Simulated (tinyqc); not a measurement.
The basis set: RHF and MP2 along a ladder of basis sets, for NH3, spin multiplicity 1. Computed by the program tinyqc with PySCF. Same geometry throughout; the dipole is taken about the origin.

Geometry (angstrom):
```
atom        x        y       z
N      0.0000   0.0000  0.3210
H      0.9280   0.0000  0.0000
H     -0.4640   0.8040  0.0000
H     -0.4640  -0.8040  0.0000
```

RHF and frozen-core MP2 in a ladder of bases:
```
basis        functions  E(RHF) (hartree)  E(MP2 corr) (hartree)  HOMO (eV)  LUMO (eV)  dipole (debye)
sto-3g               8        -55.447184              -0.043314    -9.4340    18.1165          1.6304
3-21g               15        -55.870231              -0.109288   -10.7903     7.6238          1.9595
6-31g               15        -56.162803              -0.112838   -11.0808     6.1308          2.0925
6-31g**             29        -56.194281              -0.184136   -11.2077     6.3070          1.6830
cc-pvdz             29        -56.193475              -0.184018   -11.1692     5.2547          1.5083
aug-cc-pvdz         50        -56.204255              -0.197006   -11.4553     0.9968          1.4549
cc-pvtz             72        -56.217418              -0.233224   -11.3746     3.8382          1.4716
```

What does the comparison show, and why?

From cc-pVDZ to cc-pVTZ the RHF energy falls by 23.9 mhartree and the correlation energy by 49.2. If valence correlation converges as X^-3, (27 E(T) - 8 E(D))/19 gives -0.2539 hartree, a rough estimate from such small X that usually falls short; STO-3G holds about 17 % of it. Beyond STO-3G the LUMO moves by 6.6 eV and the HOMO by 0.7 eV; diffuse functions lower the positive LUMO sharply, since an unbound virtual level tracks the most diffuse function.
